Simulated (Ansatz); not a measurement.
Species, as SMILES: C#C (C2H2).
Atoms: C1, C2, H3, H4. Bonds: C1-C2, C1-H4, C2-H3.

Basis-set convergence of the optimised C1-H4 bond length at MP2 with Ansatz (an electronic-structure program). The reference of a correlated method is not its basis-set limit, which lies further on. Cartesian d functions, on some or all atoms, in 6-31+G*; all else is spherical. Cores are frozen. No added dispersion term, no relativity. Reference: the value in def2-QZVPPD, 1.0611 Å, itself unsure by roughly 0.0004 Å (its mean distance from pcseg-3, def2-QZVPP, cc-pVQZ). Deviations are taken from unrounded values.

| basis | functions | optimised C1-H4 bond length (Å) | minus reference (Å) |
|---|---|---|---|
| pcseg-0 | 22 | 1.0740 | 0.0129 |
| cc-pVDZ | 38 | 1.0755 | 0.0145 |
| def2-SVP | 38 | 1.0736 | 0.0125 |
| 6-31+G* | 42 | 1.0677 | 0.0066 |
| 6-311+G** | 56 | 1.0650 | 0.0039 |
| def2-SVPD | 56 | 1.0730 | 0.0119 |
| aug-cc-pVDZ | 64 | 1.0753 | 0.0142 |
| 6-311++G(2d,2p) | 74 | 1.0606 | -0.0005 |
| cc-pVTZ | 88 | 1.0615 | 0.0004 |
| pcseg-2 | 88 | 1.0605 | -0.0006 |
| 6-311++G(3df,3pd) | 114 | 1.0617 | 0.0006 |
| aug-pcseg-2 | 138 | 1.0608 | -0.0003 |
| cc-pVQZ | 170 | 1.0611 | 0.0000 |

The smallest set listed that lies within 0.005 Å of the reference with all its larger relatives (same family, alike in diffuse functions; a set with none counts only in the reference's own line) is 6-311+G** (56 functions, 0.0039 Å off). Inside, with no larger relative to test it: aug-pcseg-2. (Relatives not listed, tested too: pcseg-3 -0.0013 Å.)
